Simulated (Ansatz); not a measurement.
Input for Ansatz (development build ahead of 0.2.0):

```yaml
crystal:
  periodic: [false, false, false]
  atoms:
    - { symbol: C, position_ang: [0.04603, -0.25114, -0.56989] }
    - { symbol: C, position_ang: [-0.03418, 0.25897, 0.56583] }
    - { symbol: H, position_ang: [-0.01708, -0.65809, -1.57848] }
    - { symbol: H, position_ang: [-0.02273, 0.73163, 1.52621] }
basis:
  gaussian: { orbitals: def2-SVP }
total_charge: 1
magnetization:
  spin_polarized: true
  initial_magnetization: 1
hamiltonian:
  xc: hf
correlation:
  method: mp2
  frozen_orbitals: { C: 1, H: 0 }
output:
  forces: true
```

The input is written out in the form of the current development build from the run's settings.

Results

```json
{
 "Converged": "yes",
 "Reference energy": "-76.39846 hartree",
 "Correlation energy": "-0.20635 hartree",
 "Total energy": "-76.60481 hartree",
 "Spin squared of the determinant": "0.754",
 "Stability test": "minimum"
}
```

Forces (eV/Å):
```csv
atom,Fx,Fy,Fz
C1,-0.247,-0.584,-1.500
C2,0.139,0.391,0.772
H3,0.160,-0.082,0.005
H4,-0.052,0.275,0.723
```

Caution: MP2 on this radical cation hangs on the determinant chosen.
